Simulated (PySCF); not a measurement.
First hyperpolarisability: 3-methylbutanal (CC(C)CC=O, C$_{5}$H$_{10}$O)

Geometry:
```
atom   x (Å)   y (Å)   z (Å)
  C1  -1.027   1.133  -0.897
  C2  -0.331  -0.028  -0.197
  C3  -1.092  -0.459   1.053
  C4   1.116   0.326   0.127
  C5   1.996  -0.829   0.513
  O6   1.666  -1.985   0.509
  H7  -2.068   0.877  -1.149
  H8  -0.515   1.411  -1.832
  H9  -1.054   2.027  -0.252
 H10  -0.304  -0.890  -0.886
 H11  -1.140   0.364   1.787
 H12  -0.612  -1.324   1.533
 H13  -2.126  -0.742   0.805
 H14   1.614   0.806  -0.739
 H15   1.180   1.083   0.932
 H16   3.041  -0.538   0.803
```

Computed with quadratic response CAM-B3LYP/def2-TZVPD first hyperpolarisability, Taylor convention, gas phase (PySCF 2.14.0). Geometry: PBE0-D3(BJ)/def2-SVP.

Task: Give β for the processes computed.

Result: In au, Taylor convention; the vector part is βᵢ = ⅓ Σⱼ (βᵢⱼⱼ + βⱼᵢⱼ + βⱼⱼᵢ); β∥ is 3/5 of the vector part along the dipole, the dipole points from − to +:
| process | λ (nm) | β vector norm | β∥ | β HRS | depolarisation ratio |
| --- | --- | --- | --- | --- | --- |
| static β(0;0,0) | ∞ | 146.4 | -78.4 | 54.9 | 7.67 |
| second harmonic β(−2ω;ω,ω) | 1907 | 151.8 | -81.1 | 56.9 | 7.65 |
| Pockels β(−ω;ω,0) | 1907 | 148.2 | -79.3 | – | – |
| second harmonic β(−2ω;ω,ω) | 1064 | 165.1 | -87.7 | 61.9 | 7.61 |
| Pockels β(−ω;ω,0) | 1064 | 152.2 | -81.3 | – | – |

Task: Which lowest excitations, dipole and polarisabilities go with it?

Result: S1 4.36 eV (f = 0.000); S2 6.87 eV (f = 0.021); S3 7.58 eV (f = 0.081); dipole 2.61 D; isotropic α 65.9 au static, 66.1 au at 1907 nm, 66.4 au at 1064 nm, 66.5 au at 953.5 nm, 67.8 au at 532 nm.
